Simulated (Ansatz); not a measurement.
**One shape, several levels: [BH3]− (SMILES [BH3-])**

We compute a comparison of 6 runs (U-r2SCAN/3-21G, USVWN5/3-21G, RPA@PBE/3-21G, UMP2/6-31G*, UCCSD/3-21G, FCI/3-21G) of [BH3]−. 

The results are computed with Ansatz 0.2.0.

2 further runs of the same task are left out: 2 set aside as unsound or not needed.

**1. The structure to begin with**

[BH3]− has 4 atoms, charge -1, and is taken as a doublet. As SMILES, `[BH3-]`. The H3–B1 distance was set to 1.567 Å, away from the relaxed value.

Bond lengths: B1–H2 1.254 Å, B1–H4 1.254 Å. Angles: H2–B1–H4 111.5°. A long bond or contact: B1–H3 1.567 Å.

**2. A single-point energy at U-r2SCAN/3-21G (run 1)**

molecule.yaml reads:

```yaml
basis:
  gaussian:
    orbitals: 3-21G.json
crystal:
  periodic: [false, false, false]
  atoms:
    - {symbol: B, position_ang: [0.257854, 0.243631, -0.321855]}
    - {symbol: H, position_ang: [1.024504, 0.733521, 0.540435]}
    - {symbol: H, position_ang: [-0.279230, -1.161080, 0.118390]}
    - {symbol: H, position_ang: [-0.680846, 1.026821, -0.601135]}
total_charge: -1
magnetization:
  spin_polarized: true
  initial_magnetization: 1
hamiltonian:
  xc: {name: r2SCAN}
accuracy: high
```

The basis set 3-21G is read from a file made from the Basis Set Exchange's data (not shown).

The run is started by

```sh
ansatz run molecule.yaml --threads 1 --pin off --max-ram 2610MiB --events-out events.jsonl --progress --plain --runs-dir runs
```

Standard output:

```text
Warning: RAYON_NUM_THREADS=1 ignored (pool sized by the plan → 1); use --threads N
Functional definition: r2SCAN
  name "r2SCAN"
  parameter k0 = 0.174
  parameter k1 = 0.065
  parameter a1 = 4.9479
  exchange = r2scan_x(k0 = k0, k1 = k1, a1 = a1)
  correlation = r2scan_c
294 factors; integrals over basis functions are off by at most 2.6e-9 eV
mean field evaluation 1: about -717.8354 eV, gradient 2.4e0 eV
mean field evaluation 2: about -717.9046 eV, gradient 9.4e-1 eV
mean field evaluation 4: about -717.9157 eV, gradient 1.6e-1 eV
mean field evaluation 8: about -717.8970 eV, gradient 1.6e-2 eV
mean field evaluation 16: about -717.8970 eV, gradient 2.7e-7 eV
mean field -717.89697442 eV, -26.3822272018 hartree, gradient 2.0e-8 eV, S^2 0.756270; 0 other end points of the search recorded, 0 dependent functions left out
reference -717.89697527 eV, -26.3822272331 hartree; 5, 4 occupied and 10, 11 virtual orbitals, 294 factors
Total energy: -717.89697527 eV, -26.3822272331 hartree
```

Wall time 2 s (1 thread of Arm Neoverse V1, shared host); peak memory 0.15 GiB.

**3. A single-point energy at USVWN5/3-21G (run 2)**

job.yaml reads:

```yaml
crystal:
  periodic: [false, false, false]
  atoms:
    - {symbol: B, position_ang: [0.257854, 0.243631, -0.321855]}
    - {symbol: H, position_ang: [1.024504, 0.733521, 0.540435]}
    - {symbol: H, position_ang: [-0.279230, -1.161080, 0.118390]}
    - {symbol: H, position_ang: [-0.680846, 1.026821, -0.601135]}
basis:
  gaussian: {orbitals: 3-21G.json}
total_charge: -1
hamiltonian: {xc: {name: SVWN5}}
accuracy: high
magnetization: {spin_polarized: true, initial_magnetization: 1}
```

The basis set 3-21G is read from a file made from the Basis Set Exchange's data (not shown).

The run is started by

```sh
ansatz run job.yaml --threads 1 --pin off --max-ram 2610MiB --events-out events.jsonl --progress --plain --runs-dir runs
```

Standard output:

```text
Warning: RAYON_NUM_THREADS=1 ignored (pool sized by the plan → 1); use --threads N
Functional definition: SVWN5
  name "SVWN5"
  exchange = slater_x
  correlation = vwn5_c
294 factors; integrals over basis functions are off by at most 2.6e-9 eV
mean field evaluation 1: about -709.2348 eV, gradient 2.8e0 eV
mean field evaluation 2: about -709.3008 eV, gradient 1.0e0 eV
mean field evaluation 4: about -709.3093 eV, gradient 1.3e-1 eV
mean field evaluation 8: about -709.2906 eV, gradient 9.8e-4 eV
mean field evaluation 16: about -709.2906 eV, gradient 5.6e-8 eV
mean field -709.29059842 eV, -26.0659487175 hartree, gradient 2.2e-8 eV, S^2 0.752923; 0 other end points of the search recorded, 0 dependent functions left out
reference -709.29060018 eV, -26.0659487820 hartree; 5, 4 occupied and 10, 11 virtual orbitals, 294 factors
Total energy: -709.29060018 eV, -26.0659487820 hartree
```

It took 0.48 s on 1 thread of Arm Neoverse V1, shared host.

Runs 3 to 4 aren't shown in full; the table further down has their settings and results.

**4. The energy at UCCSD/3-21G (run 5)**

molecule.yaml reads:

```yaml
crystal:
  periodic: [false, false, false]
  atoms:
    - {symbol: B, position_ang: [0.257854, 0.243631, -0.321855]}
    - {symbol: H, position_ang: [1.024504, 0.733521, 0.540435]}
    - {symbol: H, position_ang: [-0.279230, -1.161080, 0.118390]}
    - {symbol: H, position_ang: [-0.680846, 1.026821, -0.601135]}
basis:
  gaussian: {orbitals: 3-21G.json}
total_charge: -1
magnetization: {spin_polarized: true, initial_magnetization: 1}
correlation: {method: ccsd, frozen_orbitals: {B: 1, H: 0}}
accuracy: high
scf: {omitted_lower_state_checks: [cluster_reference, increment]}
```

The basis set 3-21G is read from a file made from the Basis Set Exchange's data (not shown).

The run is started by

```sh
ansatz run molecule.yaml --threads 1 --pin off --max-ram 2610MiB --events-out events.jsonl --progress --plain --runs-dir runs
```

Standard output:

```text
Warning: RAYON_NUM_THREADS=1 ignored (pool sized by the plan → 1); use --threads N
[... 11 lines left out ...]
1 core orbitals not correlated: weight in the atoms' cores, before any rotation towards them, 1.000 or more for the frozen orbitals, at most 0.000 for the correlated occupied ones
[... 24 lines left out ...]
Total energy: -714.07184375 eV, -26.2416562426 hartree
Checks for a lower state left out: cluster_reference, increment
```

Wall time 0.16 s (1 thread of Arm Neoverse V1, shared host).

**5. A single-point energy at FCI/3-21G (run 6)**

in.yaml reads:

```yaml
crystal:
  periodic: [false, false, false]
  atoms:
    - {symbol: B, position_ang: [0.257854, 0.243631, -0.321855]}
    - {symbol: H, position_ang: [1.024504, 0.733521, 0.540435]}
    - {symbol: H, position_ang: [-0.279230, -1.161080, 0.118390]}
    - {symbol: H, position_ang: [-0.680846, 1.026821, -0.601135]}
basis:
  gaussian:
    orbitals: 3-21G.json
total_charge: -1
magnetization:
  spin_polarized: true
  initial_magnetization: 1
correlation:
  method: fci
  frozen_orbitals: {B: 1, H: 0}
accuracy: high
```

The basis set 3-21G is read from a file made from the Basis Set Exchange's data (not shown).

The run is started by

```sh
ansatz run in.yaml --threads 1 --pin off --max-ram 2610MiB --events-out events.jsonl --progress --plain --runs-dir runs
```

Standard output:

```text
Warning: RAYON_NUM_THREADS=1 ignored (pool sized by the plan → 1); use --threads N
Functional definition: HF
  name "HF"
  exchange = exact_x
  correlation = 0
294 factors; integrals over basis functions are off by at most 2.6e-9 eV
mean field evaluation 1: about -711.0727 eV, gradient 8.1e0 eV
mean field evaluation 2: about -711.0682 eV, gradient 8.0e0 eV
mean field evaluation 4: about -711.8569 eV, gradient 9.5e-1 eV
mean field evaluation 8: about -711.8842 eV, gradient 6.3e-3 eV
mean field -711.88420194 eV, -26.1612618888 hartree, gradient 5.7e-8 eV, S^2 0.763651; 0 other end points of the search recorded, 0 dependent functions left out
mean field evaluation 16: about -711.8382 eV, gradient 2.9e-1 eV
1 core orbitals not correlated: weight in the atoms' cores, before any rotation towards them, 1.000 or more for the frozen orbitals, at most 0.000 for the correlated occupied ones
reference -711.83818579 eV, -26.1595708266 hartree; 4, 3 occupied and 10, 11 virtual orbitals, 294 factors
state -714.12159927 eV, -26.2434847240 hartree
Total energy: -714.12159927 eV, -26.2434847240 hartree
```

Run time: 1.6 s. Hardware: 1 thread of Arm Neoverse V1, shared host; peak memory 0.11 GiB.

**6. The series**

| run | level | frozen core orbitals | energy (Eh) | ⟨S²⟩ | wall time |
| --- | --- | --- | --- | --- | --- |
| 1 | U-r2SCAN/3-21G | – | -26.382227 | 0.756 | 2 s |
| 2 | USVWN5/3-21G | – | -26.065949 | 0.753 | 0.48 s |
| 3 | RPA@PBE/3-21G | 1 | -26.291328 | 0.753 | 0.93 s |
| 4 | UMP2/6-31G* (spherical functions) | 1 | -26.386995 | 0.761 | 0.12 s |
| 5 | UCCSD/3-21G | 1 | -26.241656 | 0.764 | 0.16 s |
| 6 | FCI/3-21G | 1 | -26.243485 | – | 1.6 s |

**7. What came out**

```
                                         quantity         value
                              run 6: total energy  -26.24348 Eh
run 6: correlation energy (1 core orbital frozen)     -83.9 mEh
```

In words: Against full CI in this basis: UCCSD +1.8 mEh. Totals of different functionals can't be ranked against each other. All runs together took 5.3 s, the longest 2 s.
